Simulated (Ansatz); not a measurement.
Predict the output of the script below (the Ansatz DFT code, driven from Python).

`alfh3n.xyz`
```text
6

N    -0.91410    0.05840   -0.62310
Al    0.46020   -0.22810    0.59230
F     1.08140   -1.89120    0.77840
H    -1.06560    1.14320   -0.62790
H    -0.60140   -0.14210   -1.60390
H     1.08150    0.99580    1.43800
```

The script, `cas_alfh3n.py`:
```python
"""Active-space calculation on AlFH3N."""

import warnings

import ansatz as az

BASIS = "6-31G*"


def main() -> None:
    warnings.simplefilter("ignore", az.DeckWarning)

    mol = az.Crystal.molecule_from_extxyz("alfh3n.xyz")

    calculation = (
        mol.calculation()
        .basis(gaussian=BASIS)
        .correlation(active_electrons=6, active_orbitals=7)
    )
    for method in [None]:
        summary = (calculation if method is None else calculation.correlation(method)).run().report
        space = summary["configurations"]
        state = space["states"][0]
        print(method or "casscf", f"total {summary['free_energy_ev'] / 27.211386246:.6f} Ha, active-space state {state['energy']['hartree']:.6f} Ha, mean field {summary['reference_energy_ev'] / 27.211386246:.6f} Ha")
        print("  determinants", state["n_determinants"], " natural occupations", [round(n, 3) for n in space["natural_occupations"]])


if __name__ == "__main__":
    main()
```

```console
$ python cas_alfh3n.py
casscf total -397.696025 Ha, active-space state -397.696025 Ha, mean field -397.609982 Ha
  determinants 1225  natural occupations [1.975, 1.973, 1.97, 0.028, 0.025, 0.024, 0.006]
```

Caveats:
- Total energies depend on the basis set; only differences at equal settings carry meaning.
- The geometry is a force-field or estimated start, not a minimum of this method, and the basis set is short of its limit. The active space starts as a window about the frontier orbitals and is then optimised, not chosen by chemistry.
- Timing: 9 s on 1 thread of Arm Neoverse V1, on a shared host, peak memory 0.17 GiB.
